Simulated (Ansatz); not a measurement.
**BSiNH (quartet): the correlation ladder, cc-pVDZ**

One table from this session's results is given with a row withheld; the runs are named, their logs left out.

The runs use Ansatz 0.2.0, Gaussian basis; cc-pVDZ, core rule «outside noble gas», up to 7 orbitals frozen.

To be run: UHF; CCSD(T) on ROHF; CCSD(T) on UHF; BCCD(T) on ROHF; CISD; CCSDT(Q) on ROHF; CCSDT(Q) on UHF.

20 further runs of the same task are left out: 9 that didn't finish, 11 set aside as unsound or not needed.

**The geometry**

The geometry is a PBE0/def2-TZVP stationary point (not a proven minimum) of the parent state, kept for this charge and spin.

4 atoms, charge 0, spin multiplicity 4.

Atoms are counted from 1 here; the program's logs count them from 0.

Bond lengths: N1–B2 1.246 Å, N1–H4 0.993 Å, B2–Si3 1.991 Å. Angles: B2–N1–H4 180.0°, N1–B2–Si3 180.0°.

Set-up of the first run:

in.yaml

```yaml
crystal:
  periodic: [false, false, false]
  atoms:
    - {symbol: N, position_ang: [0.000000, 0.000000, 0.872300]}
    - {symbol: B, position_ang: [0.000000, 0.000000, -0.373400]}
    - {symbol: Si, position_ang: [0.000000, 0.000000, -2.364200]}
    - {symbol: H, position_ang: [0.000000, 0.000000, 1.865300]}
basis:
  gaussian: {orbitals: cc-pVDZ}
magnetization: {spin_polarized: true, initial_magnetization: 3}
hamiltonian: {xc: hf}
output: {orbitals: {seedname: orbitals}}
```

Command:

```
$ ansatz run in.yaml --threads 1 --pin off --events-out ev --progress --plain --max-ram 2393MiB
```

Among the steps run: UHF; CCSD(T) on ROHF; CCSD(T) on UHF; BCCD(T) on ROHF; CISD; CCSDT(Q) on ROHF; CCSDT(Q) on UHF.

One of the session's tables, all rows but one given; the rest of the session is left out.

```
   method  from UCCSDT(Q) (meV)
     ROHF               +8805.4
      UHF               +8777.8
     RMP2               +1044.0
     UMP2               +1047.8
     CISD               +1202.5
    RCCSD                +424.2
    UCCSD                +424.3
 RCCSD(T)                 +64.3
 UCCSD(T)                 +64.9
  BCCD(T)                 +65.3
   RCCSDT                 +33.7
   UCCSDT                 +33.6
RCCSDT(Q)                     ?
UCCSDT(Q)                     0
```

**Question.** Estimate the row for RCCSDT(Q).

The run gave: from UCCSDT(Q) (meV): +4.1. In the column «from UCCSDT(Q) (meV)» it lies between UCCSDT(Q) (0) and UCCSDT (+33.6).

To keep in mind: Restricted and unrestricted rows rest on different reference determinants; where their highest levels disagree by more than a few hundredths of an eV, they describe different states and don't form one ladder.
